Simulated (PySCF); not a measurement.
From a raw peak list to a structure

Formula C2H4F2. The spectrum was simulated from the full spin Hamiltonian at 500 MHz with 0.8 Hz Lorentzian lines, from shifts rounded to 0.01 ppm and J to 0.1 Hz, couplings under 1 Hz left out.

```
region  integral (H)    ppm      Hz  height
     1             1  6.389  3194.7       4
     1                6.380  3189.8      12
     1                6.370  3184.9      13
     1                6.360  3180.0       4
     1                6.265  3132.4       8
     1                6.255  3127.5      25
     1                6.245  3122.6      25
     1                6.235  3117.7       9
     1                6.140  3070.1       4
     1                6.130  3065.2      12
     1                6.120  3060.2      13
     1                6.111  3055.4       4
     2             3  1.582   791.0      50
     2                1.572   786.1      50
     2                1.545   772.5     100
     2                1.535   767.6     100
     2                1.508   754.0      50
     2                1.498   749.1      50
```

- geometry from GFN2-xTB
- J couplings at B3LYP/pcJ-1
- shielding tensors at PBE0/pcSseg-1 (GIAO)
- run in PySCF 2.14
- single conformer, equivalent nuclei averaged, isolated molecule, no relativistic terms

δ = σ(ref) − σ, references computed at the same level: TMS for ¹H (σref 31.72).

(1) Analyse the multiplets.

(2) What is the compound?

Answers

(1) ¹H NMR (500 MHz, computed): δ 6.25 (tq, J = 62.3, 4.9 Hz, 1H), 1.54 (td, J = 18.5, 4.9 Hz, 3H). These are first-order names from the parameters used; overlap and second-order distortion can hide them in the list.

(2) 1,1-difluoroethane.

Structure with atom numbers: `[CH3:1][CH:2]([F:3])[F:4]` (H(Xn): hydrogen on atom n).

δ 6.25: H(C2), hydrogen on an sp3 CH bonded to 2 F, coupled to F3/F4 (62.3 Hz), H(C1) (4.9 Hz). δ 1.54: H(C1), hydrogen on a methyl carbon, coupled to F3/F4 (18.5 Hz), H(C2) (4.9 Hz).

Splittings below 1 Hz are ignored in the labels, and close J values are merged. Unscaled 3J(H,H) at this level run about 10 % above measured values.
